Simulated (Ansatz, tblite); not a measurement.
# The cluster K₆−: rung by rung

How do method and basis change the picture of the cluster K₆− (doublet)?

Program: Ansatz 0.2.0, Gaussian basis. Level of theory: as each input shows. These are calculated values, not measurements.

The runs, in order: GFN1-xTB, GFN2-xTB, PBE/def2-TZVPD, r2SCAN/def2-TZVPD, HSE06/def2-TZVPD, MP2/def2-TZVPD, RPA/def2-TZVPD.

11 further runs of the same task are left out: 10 that didn't finish, 1 set aside as unsound or not needed. Runs told in other sessions of the task aren't counted.

### 1 The relaxed structure

The geometry is that of the doublet, from an earlier relaxation (r2SCAN/def2-SVPD). At that level it is the lowest of the isomers that a small search found.

6 atoms, charge -1, spin multiplicity 2.

Bond lengths: K1–K2 4.435 Å, K1–K3 4.626 Å, K1–K4 4.700 Å, K1–K6 4.627 Å, K2–K3 4.631 Å, K2–K5 4.705 Å, K2–K6 4.626 Å, K3–K4 4.500 Å, K3–K5 4.490 Å, K3–K6 4.665 Å, K4–K6 4.492 Å, K5–K6 4.498 Å. Angles: K2–K1–K3 61.4°, K2–K1–K4 108.0°, K2–K1–K6 61.3°, K3–K1–K4 57.7°, K3–K1–K6 60.6°, K4–K1–K6 57.6°, K1–K2–K3 61.3°, K1–K2–K5 107.9°, K1–K2–K6 61.4°, K3–K2–K5 57.5°, K3–K2–K6 60.5°, K5–K2–K6 57.6°, K1–K3–K2 57.3°, K1–K3–K4 62.0°, K1–K3–K5 108.3°, K1–K3–K6 59.7°, K2–K3–K4 108.1°, K2–K3–K5 62.1° and more.

As a file:

| atom | x (Å) | y (Å) | z (Å) |
| --- | --- | --- | --- |
| K1 | -3.2118 | -1.1620 | -0.0140 |
| K2 | -1.5473 | 2.7102 | -1.3944 |
| K3 | 0.3290 | 0.6834 | 2.3226 |
| K4 | 0.3372 | -3.7636 | 1.6368 |
| K5 | 3.0929 | 2.6463 | -0.6210 |
| K6 | 1.0000 | -1.1143 | -1.9300 |

The ion is computed in the gas phase, without counter-ions or solvent.

PBE0/def2-TZVPD was run before; its log isn't repeated, and its numbers join the tables.

### 2 GFN1-xTB

Tight binding, by tblite at 300 K electronic temperature and without a spin-polarisation term:

```python
tblite.interface.Calculator('GFN1-xTB', numbers, positions, charge=-1, uhf=1).singlepoint()
```

Energy -71.7625 eV; 0.003 s.

### 3 GFN2-xTB

Tight binding, by tblite at 300 K electronic temperature and without a spin-polarisation term:

```python
tblite.interface.Calculator('GFN2-xTB', numbers, positions, charge=-1, uhf=1).singlepoint()
```

Energy -33.6234 eV; 0.01 s.

### 4 PBE/def2-TZVPD

start.molden holds the orbitals of an earlier run on this state, given as this run's starting guess.

Input file in.yaml:

```yaml
crystal:
  periodic: [false, false, false]
  atoms:
    - {symbol: K, position_ang: [-3.211815, -1.161955, -0.013998]}
    - {symbol: K, position_ang: [-1.547290, 2.710169, -1.394393]}
    - {symbol: K, position_ang: [0.329017, 0.683445, 2.322560]}
    - {symbol: K, position_ang: [0.337160, -3.763642, 1.636757]}
    - {symbol: K, position_ang: [3.092910, 2.646334, -0.620950]}
    - {symbol: K, position_ang: [1.000017, -1.114350, -1.929966]}
basis:
  gaussian: {orbitals: def2-TZVPD, initial_orbitals: start.molden}
total_charge: -1
magnetization: {spin_polarized: true, initial_magnetization: 1}
hamiltonian: {xc: pbe}
scf: {omitted_lower_state_checks: [starts]}
output: {forces: true, orbitals: {seedname: orbitals}}
```

The run is started by

```bash
$ ansatz run in.yaml --threads 4 --pin off --events-out ev --progress --plain --max-ram 4787MiB
```

Further steps of the session: r2SCAN/def2-TZVPD; HSE06/def2-TZVPD; MP2/def2-TZVPD; RPA/def2-TZVPD.

**Question.** What will the summary of the whole plan be? Wanted: gap in def2-TZVPD, named functionals, smallest and largest; correlation energy, MP2/def2-TZVPD; ⟨S²⟩ in def2-TZVPD, named functionals, smallest and largest.

**Answer**, as computed:

| quantity | value |
| --- | --- |
| gap in def2-TZVPD, named functionals, smallest and largest | 0.33 eV (PBE), 1.00 eV (PBE0) |
| correlation energy, MP2/def2-TZVPD | -27.47 eV |
| ⟨S²⟩ in def2-TZVPD, named functionals, smallest and largest | 0.775, 1.562 |

In words: Over the named functionals in def2-TZVPD the gap runs from 0.33 eV (PBE) to 1.00 eV (PBE0); exact exchange widens it. Over the named functionals in def2-TZVPD spin contamination reaches 0.81 (r2SCAN), so some levels may describe another state. PBE puts the HOMO above zero; others here keep it below zero, so the sign hangs on the functional's self-interaction and doesn't show that the species is unbound.
